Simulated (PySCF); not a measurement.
Vinyl ether, C4H6O, SMILES C=COC=C, point group C2v.

Force field and properties: B3LYP/pcSseg-1 (PySCF, grid level 2). Vibrational terms come from second-order perturbation theory with semi-diagonal cubic constants, by steps of ±0.6 along the normal coordinates of each isotopologue. The parent has the commonest isotopes.

Equilibrium geometry (Å):

```csv
atom,x,y,z
C1,-2.3164,0.0492,0.4614
C2,-1.1767,-0.2613,-0.1438
O3,0.0202,0.2612,0.2616
C4,1.1542,-0.1043,-0.4095
C5,2.3496,0.3608,-0.0684
H6,-3.2457,-0.3855,0.1111
H7,-2.3407,0.7329,1.3048
H8,-1.1198,-0.9439,-0.9921
H9,0.9992,-0.7984,-1.2359
H10,3.2258,0.0482,-0.6250
H11,2.4721,1.0519,0.7604
```

Question: Give the equilibrium and ground-state rotational constants (MHz) of parent; ¹³C at 1.

Answer: 
| species | Ae | Be | Ce | A0 | B0 | C0 | Δ0 (u Å²) | harmonic ZPE (cm⁻¹) |
| --- | --- | --- | --- | --- | --- | --- | --- | --- |
| parent | 34970 | 2505.5 | 2338 | 34297 | 2493.6 | 2328.3 | -0.349 | 19426 |
| ¹³C at 1 | 34853 | 2439.2 | 2279.7 | 34177 | 2427.8 | 2270.3 | -0.350 | 19387 |

Δ0 = Ic − Ia − Ib from the ground-state constants.

Question: How is the parent's vibrational correction B0 − Be made up?

Answer: 
| axis | harmonic | Coriolis | cubic | total (MHz) |
| --- | --- | --- | --- | --- |
| a | 106 | -574 | -205 | -673 |
| b | 1.63 | -3.46 | -10.1 | -11.9 |
| c | 0.891 | -0.862 | -9.7 | -9.66 |

Question: And its quartic centrifugal distortion constants from the harmonic force field?

Answer: Asymmetric top, A reduction, Ir representation: ΔJ = 0.209 kHz, ΔJK = -3.94 kHz, ΔK = 245 kHz, δJ = 0.0203 kHz, δK = 1.26 kHz.

A mode lies under 250 cm⁻¹, where this perturbation treatment is rough. Internal rotors are held in one well.
